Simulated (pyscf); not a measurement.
6 group-13 steps of one kind (insertion, closed-shell): barrier in kcal/mol, from the separated reactants or the lowest minimum found. Single points on ωB97X-D3(BJ)/def2-SVP structures (PySCF, gas phase). Correlated levels are frozen-core, on RHF or UHF. ΔMP2 is the change of the MP2 total energy from the triple- to the quadruple-zeta basis. Functionals in def2-TZVP; the last column is CCSD(T)/def2-TZVPP + ΔMP2(QZVPP). Rows were drawn at random from the steps of this kind and element class whose saddle was verified and whose references are stable, among light species with clean single-reference diagnostics.

```
step                                      PBE  PBE0-D3(BJ)  r²SCAN  CCSD(T)
---------------------------------  ----------  -----------  ------  -------
B–F [singlet] + CH₄ → H₃C–BH–F           41.8         46.1    44.1     55.3
B–Cl [singlet] + CH₄ → H₃C–BH–Cl         27.7         30.4    29.3     38.9
B–F [singlet] + NH₃ -> H₂N–BH–F    (withheld)         16.6    15.6     26.6
BH [singlet] + CH₄ → H₂B–CH₃              8.0         11.5     9.7     22.9
B–F [singlet] + SiH₄ -> F–BH–SiH₃  (withheld)         35.2    33.8     45.8
B–Cl [singlet] + H₂O → HO–BH–Cl           2.3          5.6     4.4     15.7
```

Question: Some entries are withheld; supply them.

Answer: 
- B–F [singlet] + NH₃ -> H₂N–BH–F, PBE: 12.7
- B–F [singlet] + SiH₄ -> F–BH–SiH₃, PBE: 29.8

Differences from the last column (kcal/mol): PBE: mean -13.8, median -13.7, mean size 13.8, lower in 6 of 6; PBE0-D3(BJ): mean -10.0, median -10.0, mean size 10.0, lower in 6 of 6; r²SCAN: mean -11.4, median -11.2, mean size 11.4, lower in 6 of 6. PBE is closest for row 2 (11.1 kcal/mol apart) and farthest for row 5 (16.0 kcal/mol). PBE, r²SCAN and M06-2X carry no added dispersion term. The last column is a level with limits of its own. Each barrier is that of the saddle found. The CCSD(T) − MP2 part came from Ansatz, without density fitting, on the same reference.
